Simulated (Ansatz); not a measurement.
# AlClH₄N+: one structure at several levels

One table from this session's results is given with a row withheld; the runs are named, their logs left out.

Program: Ansatz 0.2.0, Gaussian basis. Level of theory: single points in def2-TZVPP. These are calculated values, not measurements.

Correlated methods freeze the cores. B3LYP uses VWN-RPA correlation.

## Starting geometry

SMILES `[NH3+][AlH][Cl]`, 7 atoms, charge 1, spin multiplicity 1.

Atoms are counted from 1 here; the program's logs count them from 0.

Bond lengths: N1–Al2 1.976 Å, N1–H4 1.175 Å, N1–H5 1.242 Å, N1–H6 1.065 Å, Al2–Cl3 1.777 Å, Al2–H7 1.490 Å. Angles: Al2–N1–H4 121.1°, Al2–N1–H5 114.8°, Al2–N1–H6 118.1°, H4–N1–H5 96.4°, H4–N1–H6 103.2°, H5–N1–H6 99.2°, N1–Al2–Cl3 111.9°, N1–Al2–H7 101.5°, Cl3–Al2–H7 146.2°.

Geometry (Å):

```xyz
7
AlClH4N
N    -0.7129    0.3501   -0.2095
Al    1.0216   -0.4247    0.3353
Cl    0.8141   -1.8227    1.4127
H    -1.4798   -0.2689   -0.8489
H    -0.6302    1.3155   -0.9871
H    -1.3243    0.7896    0.5435
H     1.9767    0.3895   -0.4669
```

Set-up of the first run:

File run/in.yaml:

```yaml
crystal:
  periodic: [false, false, false]
  atoms:
    - {symbol: N, position_ang: [-0.712900, 0.350100, -0.209500]}
    - {symbol: Al, position_ang: [1.021600, -0.424700, 0.335300]}
    - {symbol: Cl, position_ang: [0.814100, -1.822700, 1.412700]}
    - {symbol: H, position_ang: [-1.479800, -0.268900, -0.848900]}
    - {symbol: H, position_ang: [-0.630200, 1.315500, -0.987100]}
    - {symbol: H, position_ang: [-1.324300, 0.789600, 0.543500]}
    - {symbol: H, position_ang: [1.976700, 0.389500, -0.466900]}
basis:
  gaussian: {orbitals: def2-TZVPP}
total_charge: 1
correlation: {method: ccsd_t}
output: {forces: true}
```

No record of the launch command was kept for these runs.

Steps of the session up to this table: CCSD(T)/def2-TZVPP; PBE0-D4/def2-TZVPP; wB97M-V/def2-TZVPP; r2SCAN-D4/def2-TZVPP; PBE-D4/def2-TZVPP; B3LYP-D4/def2-TZVPP; r2SCAN0-D4/def2-TZVPP.

One table of the session follows, with a row left open; its other results are not shown here.

```
    method  RMS force component (eV/Å)  angle to CCSD(T) forces (°)
   CCSD(T)                       3.583                    reference
   PBE0-D4                       3.504                          1.9
   wB97M-V                       3.536                          1.5
 r2SCAN-D4                       3.500                          0.9
    PBE-D4                       3.448                          1.7
  B3LYP-D4                           ?                            ?
r2SCAN0-D4                       3.544                          2.8
```

Q: Estimate the row for B3LYP-D4 from the others.

As computed: RMS force component (eV/Å): 3.516; angle to CCSD(T) forces (°): 0.9. In the column «RMS force component (eV/Å)» it lies between PBE0-D4 (3.504) and wB97M-V (3.536).
